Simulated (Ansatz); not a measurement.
CH₂N₂, SMILES N#CN: the interaction energy of a dimer with the counterpoise correction, run with Ansatz 0.2.0, Python API.

`ch2n2.py`
```python
'''Binding of a CH2N2 dimer at a trial geometry.'''

import ansatz as az

FIRST = [
    ('N', (0.4824, -1.3206, 1.383)),
    ('C', (0.2092, -0.5393, 0.5104)),
    ('N', (-0.0898, 0.3277, -0.4833)),
    ('H', (-0.8503, 0.2388, -1.0084)),
    ('H', (0.2484, 1.2933, -0.4016)),
]
SECOND = [
    ('N', (2.7991, 0.5176, 1.9519)),
    ('C', (3.2094, -0.047, 0.9725)),
    ('N', (3.6535, -0.6812, -0.1362)),
    ('H', (3.9196, -0.2224, -0.8983)),
    ('H', (4.1048, -1.596, -0.0229)),
]

def energy(atoms, ghosts=()):
    molecule = az.Crystal.molecule()
    for symbol, xyz in atoms:
        molecule = molecule.atom(symbol, xyz)
    calc = (
        molecule.calculation()
        .basis(gaussian='cc-pVDZ')
        .functional('pbe0')
    )
    deck = calc.input()
    if ghosts:
        deck = deck.set(az.key.basis.gaussian.ghost_atoms, [{'symbol': s, 'position_ang': list(xyz)} for s, xyz in ghosts])
    return az.Session.from_dict(deck).plan().execute().report['free_energy_ev']

# monomers in their own basis and in the basis of the dimer
both = energy(FIRST + SECOND)
alone = energy(FIRST) + energy(SECOND)
ghosted = energy(FIRST, SECOND) + energy(SECOND, FIRST)
print(f'dimer {both:.6f} eV')
print(f'interaction, uncorrected   {23.060548 * (both - alone):8.3f} kcal/mol')
print(f'interaction, counterpoise  {23.060548 * (both - ghosted):8.3f} kcal/mol')
print(f'basis-set superposition    {23.060548 * (alone - ghosted):8.3f} kcal/mol')
```

How large is the interaction at this pose, and how much of it is basis-set superposition?

Uncorrected it is 2.118 kcal/mol, with the counterpoise correction 3.072 kcal/mol; the difference, 0.95 kcal/mol, is the superposition error. In this basis both values are repulsive.

The output:

```console
$ python ch2n2.py
dimer -8087.681319 eV
interaction, uncorrected      2.118 kcal/mol
interaction, counterpoise     3.072 kcal/mol
basis-set superposition       0.955 kcal/mol
```

What to keep in mind:
- Total energies depend on the basis set; only differences at equal settings carry meaning.
- The dimer is a generated trial pose of unrelaxed monomers, not a minimum, so the figure is no binding energy, and the basis set is small.
- This level lacks the dispersion part of the attraction (electrostatics and induction are there), which can decide the sign where the interaction is weak.
- Run time: 5.3 s on 1 thread of Intel(R) Xeon(R) Processor @ 2.30GHz, with other jobs on the host, peak memory 0.3 GiB.
